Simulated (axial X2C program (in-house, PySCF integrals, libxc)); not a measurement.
**Excited states of Mg₂ by EOM-EE-CCSD**

Computed with an axial X2C code built on PySCF integrals: two-component X2C with atomic mean-field Coulomb and Gaunt terms, Gaussian nuclei, basis Mg dyall-acv3z with contracted cores.

R = 3.609 Å (near the PBE0 minimum at charge 0 of the determinant lowest at the starting distance; the state shown can have its own minimum elsewhere).

Hartree–Fock spinors of Mg₂ (one of each Kramers pair; a window near the gap, which can cut inner shells):

```csv
ω,occupied,ε (eV),character
1/2,yes,-7.95,"89% Mg s, 7% Mg p"
1/2,yes,-6.01,"72% Mg s, 21% Mg p, 5% Mg d"
1/2,no,0.25,100% Mg p
3/2,no,0.25,100% Mg p
1/2,no,0.32,"52% Mg s, 48% Mg p"
1/2,no,0.37,97% Mg p
1/2,no,0.60,99% Mg p
3/2,no,0.60,99% Mg p
```

Vertical excitation energies from the closed-shell determinant state of Mg₂:

| Ω | excitation (eV) | cm⁻¹ | hole of the leading pair | particle of the leading pair | weight of the pair (for Ω = 0 its time-reversed partner can hold as much again) | singles weight |
| --- | --- | --- | --- | --- | --- | --- |
| 0⁻ | 1.917 | 15460 | 72% Mg sσ, 20% Mg pσ | 94% Mg pσ | 0.46 | 0.95 |
| 1 | 1.917 | 15460 | 72% Mg sσ, 20% Mg pσ | 94% Mg pσ | 0.91 | 0.95 |
| 0⁻ | 2.038 | 16438 | 72% Mg sσ, 20% Mg pσ | 96% Mg pπ | 0.43 | 0.95 |
| 0⁺ | 2.038 | 16438 | 72% Mg sσ, 20% Mg pσ | 96% Mg pπ | 0.43 | 0.95 |
| 1 | 2.040 | 16454 | 72% Mg sσ, 20% Mg pσ | 96% Mg pπ | 0.43 | 0.95 |
| 2 | 2.042 | 16471 | 72% Mg sσ, 20% Mg pσ | 96% Mg pπ | 0.86 | 0.95 |
| 0⁺ | 2.627 | 21192 | 72% Mg sσ, 20% Mg pσ | 86% Mg pπ | 0.27 | 0.97 |
| 0⁻ | 2.628 | 21192 | 72% Mg sσ, 20% Mg pσ | 86% Mg pπ | 0.27 | 0.97 |
| 1 | 2.630 | 21211 | 72% Mg sσ, 20% Mg pσ | 86% Mg pπ | 0.27 | 0.97 |
| 2 | 2.632 | 21230 | 72% Mg sσ, 20% Mg pσ | 86% Mg pπ | 0.54 | 0.97 |

This point took 4.8 s on 1 thread of Arm Neoverse V2, with other jobs on the host.

Reference electrons by ω block (each with its −ω partner): 1/2: 10, 3/2: 2. 4 electrons of Mg₂ correlated (inner shells frozen), 88 natural virtual spinors (a truncated set); levels can be off by some tenths of an eV. Roots sought by Ω: (0: 5, 1: 4, 2: 3, 3: 1); rows need 60 % singles weight and stop where some Ω has no more roots. Missing are any skipped roots, higher Ω and states of a further excitation; these come out far too high here and may in truth be low or lowest. T1 of the reference 0.014 (Lee–Taylor). Number of frozen shells: Mg 2 s, 1 p. g and u states are not told apart.
